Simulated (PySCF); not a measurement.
Compound: C5H6S.
Numbering: `[CH2:1]=[CH:2]/[CH:3]=[CH:4]/[CH:5]=[S:6]` (hydrogens: H7, H8 on C1; H9 on C2; H10 on C3; H11 on C4; H12 on C5)

Computed by this run: BHandHLYP/cc-pVDZ geometry optimisation, gas phase in PySCF 2.14.0; density fitting, grid level 1; the optimiser is geomeTRIC in internal coordinates, started from a GFN2-xTB structure.

Step 0: E = -16113.5827 eV
```
atom  x, y, z in Å  |  force x, y, z in eV/Å
C1     -2.4682   -0.1145    0.0638    0.216   0.142  -0.021
C2     -1.2770    0.4804   -0.0314   -0.415   0.019   0.003
C3     -0.0358   -0.2325    0.0259    0.672   0.088  -0.021
C4      1.1771    0.3613   -0.0696   -1.019   0.003   0.018
C5      2.3969   -0.3544   -0.0115    0.952   0.024  -0.021
S6      3.8676    0.3508   -0.1262   -0.047  -0.126   0.015
H7     -3.3885    0.4415    0.0178   -0.220   0.204  -0.019
H8     -2.5557   -1.1813    0.1911    0.024  -0.309   0.036
H9     -1.2137    1.5532   -0.1591   -0.044   0.179  -0.019
H10    -0.0927   -1.3066    0.1538    0.036  -0.189   0.021
H11     1.2481    1.4334   -0.1976   -0.011   0.144  -0.016
H12     2.3431   -1.4320    0.1169   -0.144  -0.180   0.023
```

**Question.** Estimate the geometry and energy of step 1. (The exact step hangs on the optimiser's Hessian estimate; all steps are aligned on step 0, rigid shifts and turns removed.)

**Answer.** E = -16113.6066 eV, largest force 0.253 eV/Å
```
atom  x, y, z in Å  |  force x, y, z in eV/Å
C1     -2.4683   -0.1276    0.0649   -0.097  -0.041   0.004
C2     -1.2889    0.4842   -0.0310    0.108   0.026   0.000
C3     -0.0213   -0.2135    0.0247   -0.184  -0.042  -0.001
C4      1.1748    0.3899   -0.0738    0.248   0.051   0.001
C5      2.4114   -0.3472   -0.0122   -0.199  -0.130   0.007
S6      3.9048    0.2827   -0.1202    0.070   0.069  -0.006
H7     -3.3989    0.4277    0.0192    0.023  -0.021   0.002
H8     -2.5388   -1.2047    0.1913    0.005   0.030  -0.001
H9     -1.2468    1.5634   -0.1575   -0.010  -0.014   0.001
H10    -0.0626   -1.2942    0.1533    0.019   0.025  -0.001
H11     1.2471    1.4656   -0.2027   -0.016   0.010  -0.002
H12     2.2886   -1.4270    0.1181    0.034   0.038  -0.002
```

The energy changes by -0.0239 eV. The first-order estimate −F·Δx gives -0.0585 eV and the mean of the old and new forces, exact on a quadratic surface, -0.0243 eV. The step makes an angle of 74° with the force vector and moves no atom by more than 0.078 Å.

The cost below is that of the whole optimisation. Time: 18 s; peak memory 0.54 GiB. Hardware: one thread of an Arm Neoverse V2 (shared host).
